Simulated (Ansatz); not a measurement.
Z-matrix (Å, degrees):
```
Al
F 1 1.629
F 1 1.629 2 120.0
F 1 1.629 2 120.0 3 180.0
```

Charge 0, multiplicity 1.

**Question.** List the CAM-B3LYP/def2-TZVPP orbital energies in eV (the Gaussian-basis code of Ansatz). (Estimate.)

**Answer.** Ansatz gave: Occupied: -1528.21, -673.51, -673.51, -673.51, -116.22, -76.97, -76.79, -76.79, -34.47, -34.12, -34.12, -16.13, -14.95, -14.95, -14.39, -14.05, -14.05, -13.84, -13.84, -13.33. Lowest empty: -0.71, 0.66, 2.72, 2.72, 5.28, 6.23, 6.70, 6.70.
